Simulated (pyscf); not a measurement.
# 1,1-elimination: H₃C–In(CH₃)–NH₂ → ethane (H₃C–CH₃) + H₂N–In [singlet]

Gas phase, singlet surface, charge 0. Bonds broken: C1–In2, In2–C3. Bonds formed: C1–C3. Structures and frequencies: ωB97X-D3(BJ)/def2-SVP in PySCF.

Transition state (Å):

```xyz
12

C      0.8417     0.6726     0.0603
In    -1.7156     1.2705    -0.0917
C     -1.0216    -0.8961    -0.8019
N     -2.2841     1.1053     1.8990
H      0.2505     0.7639     0.9745
H      1.9195     0.5429     0.2368
H      0.5551     1.0505    -0.9149
H     -0.5052    -1.5808    -0.1243
H     -0.5873    -0.9141    -1.8073
H     -2.0834    -1.1899    -0.8549
H     -2.5326     1.9331     2.4367
H     -2.8586     0.3302     2.2263
```

One imaginary mode, 625i cm⁻¹; descent along it reached the two sides named.

| bond | change | reactant side (Å) | saddle | product side |
|---|---|---|---|---|
| C1–In2 | breaks | 2.153 | 2.6 | 3.5 |
| In2–C3 | breaks | 2.153 | 2.383 | 3.6 |
| C1–C3 | forms | 3.9 | 2.584 | 1.527 |

Electronic energies relative to the reactant's lowest minimum found (kcal/mol):

| level | barrier | reaction energy | reverse barrier |
|---|---|---|---|
| ωB97X-D3(BJ)/def2-TZVP | 101.8 | -3.3 | 105.0 |
| PBE/def2-TZVP | 77.0 | -12.0 | 89.0 |
| r²SCAN/def2-TZVP | 82.8 | -8.4 | 91.2 |
| B3LYP-D3(BJ)/def2-TZVP | 82.6 | -13.9 | 96.5 |
| PBE0-D3(BJ)/def2-TZVP | 89.2 | -8.7 | 97.9 |
| M06-2X/def2-TZVP | 94.1 | -7.6 | 101.7 |
| ωB97M-D3(BJ)/def2-TZVP | 95.9 | -9.5 | 105.4 |
| HF/def2-TZVP | 114.9 | -16.2 | 131.1 |

With ωB97M-D3(BJ)/def2-TZVP energies and thermal terms (ideal gas, 1 atm, RRHO with modes under 100 cm⁻¹ raised to 100, one conformer, R ln 2 for chiral ones without a mode under 150 cm⁻¹), in kcal/mol:

```csv
T (K),ΔH‡,ΔG‡,ΔH,ΔG
298,94.4,95.0,-8.6,-16.5
600,94.2,95.8,-10.4,-23.8
900,93.9,96.6,-12.1,-30.2
1200,93.4,97.6,-13.5,-36.0
```

The same reactants have a lower exit, to CH₃• + [H₃C–In–NH₂]• (no saddle counted: cutting one bond costs +67.2 kcal/mol at ωB97M-D3(BJ)/def2-TZVP, against +95.9 kcal/mol here). This is the saddle that the search found; another between the same sides may lie lower. One closed-shell reference is unstable to symmetry breaking; treat the single-reference values with care. Elements past Kr carry the def2 core potentials, without spin-orbit coupling.
